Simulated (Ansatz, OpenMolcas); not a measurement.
# How methods differ on PH2 (SMILES [PH2])

PH2: 3 atoms, total charge 0, spin state doublet. SMILES: `[PH2]`. Geometry: relaxed at PBE0-D4/def2-TZVP.

```xyz
3

P     0.5257   -0.3094    0.2582
H     0.1146    1.0515    0.1767
H    -0.6404   -0.7421   -0.4350
```

Quantity: the vertical energy of the quartet above the doublet, in eV. The values are calculated.

```json
{"level": "UBLYP/cc-pVTZ", "kind": "GGA", "program": "Ansatz", "value (eV)": "6.23", "less CCSD(T)/cc-pVTZ": "+0.01", "CPU time (all runs)": "5.7 s"}
{"level": "U-r2SCAN/cc-pVTZ", "kind": "meta-GGA", "program": "Ansatz", "value (eV)": "5.99", "less CCSD(T)/cc-pVTZ": "-0.23", "CPU time (all runs)": "13 s"}
{"level": "UTPSS/cc-pVTZ", "kind": "meta-GGA", "program": "OpenMolcas", "value (eV)": "6.00", "less CCSD(T)/cc-pVTZ": "-0.22", "CPU time (all runs)": "44 s"}
{"level": "UBHLYP/cc-pVTZ", "kind": "global hybrid", "program": "Ansatz", "value (eV)": "6.28", "less CCSD(T)/cc-pVTZ": "+0.06", "CPU time (all runs)": "6.3 s"}
{"level": "UHSE06/cc-pVTZ", "kind": "range-separated hybrid", "program": "Ansatz", "value (eV)": "6.07", "less CCSD(T)/cc-pVTZ": "-0.15", "CPU time (all runs)": "6.4 s"}
{"level": "RPA@PBE/cc-pVTZ", "kind": "RPA", "program": "Ansatz", "value (eV)": "6.22", "less CCSD(T)/cc-pVTZ": "0.00", "CPU time (all runs)": "9.4 s"}
{"level": "ROCCSD(T)/cc-pVTZ", "kind": "coupled cluster or CI", "program": "OpenMolcas", "value (eV)": "6.22", "less CCSD(T)/cc-pVTZ": "0.00", "CPU time (all runs)": "12 s"}
{"level": "UBCCD(T)/cc-pVTZ", "kind": "coupled cluster or CI", "program": "Ansatz", "value (eV)": "6.22", "less CCSD(T)/cc-pVTZ": "0.00", "CPU time (all runs)": "8 s"}
{"level": "FCI/3-21G", "kind": "exact in the basis", "program": "OpenMolcas", "value (eV)": "6.51", "less CCSD(T)/cc-pVTZ": "+0.29", "CPU time (all runs)": "6.1 s"}
```

ROCCSD(T)/cc-pVTZ is the highest level here, not the true value. The values span 5.99 to 6.51 eV. High-level rows in very small sets aren't better than simpler rows in larger ones. CPU times are rough (shared hosts, several kinds of processor): they show what a rung costs within a factor of a few.
